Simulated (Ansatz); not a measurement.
# CH2AlN (SMILES [H][Al]([H])[C]#N): methods side by side

CH2AlN has 5 atoms, charge 0, and is taken as a singlet. SMILES: `[H][Al]([H])[C]#N`. The shape comes from GFN2-xTB, which is rough for such elements, and wasn't checked as a minimum.

```jsonl
{"atom": "Al", "x (Å)": "0.3533", "y (Å)": "0.6161", "z (Å)": "0.0079"}
{"atom": "H", "x (Å)": "1.8976", "y (Å)": "0.6184", "z (Å)": "0.0587"}
{"atom": "H", "x (Å)": "-0.4102", "y (Å)": "1.9598", "z (Å)": "-0.0238"}
{"atom": "C", "x (Å)": "-0.6347", "y (Å)": "-1.0958", "z (Å)": "-0.0147"}
{"atom": "N", "x (Å)": "-1.2059", "y (Å)": "-2.0985", "z (Å)": "-0.0281"}
```

Each level gives the electronic atomisation energy (eV). The values are calculated. Electronic energies at fixed atoms, without zero-point motion or spin-orbit coupling.

| level | kind | program | value (eV) | less FCI/STO-3G | CPU time (all runs) |
| --- | --- | --- | --- | --- | --- |
| BLYP/STO-3G | GGA | Ansatz | 23.63 | +2.95 | 2.2 s |
| PBE/STO-3G | GGA | Ansatz | 24.10 | +3.42 | 2.2 s |
| BHLYP/STO-3G | global hybrid | Ansatz | 21.92 | +1.24 | 1.9 s |
| PBE0/STO-3G | global hybrid | Ansatz | 23.10 | +2.42 | 1.9 s |
| CAM-B3LYP/STO-3G | range-separated hybrid | Ansatz | 23.15 | +2.47 | 2.4 s |
| wB97X/STO-3G | range-separated hybrid | Ansatz | 22.83 | +2.15 | 9.3 s |
| RPA@PBE/STO-3G | RPA | Ansatz | 19.86 | -0.82 | 3.1 s |
| CCSDTQ/STO-3G | coupled cluster or CI | Ansatz | 20.68 | 0.00 | 11 s |
| FCI/STO-3G | exact in the basis | Ansatz | 20.68 | 0.00 | 84 s |

FCI/STO-3G is exact within its basis and frozen core, so for wave-function methods in that basis the difference is their error; functionals converge differently with the basis, so for them it is only a difference. The values span 19.86 to 24.10 eV. All rows use very small basis sets, so even the best lies far from the true value. CPU times are rough (shared hosts, several kinds of processor): they show what a rung costs within a factor of a few.
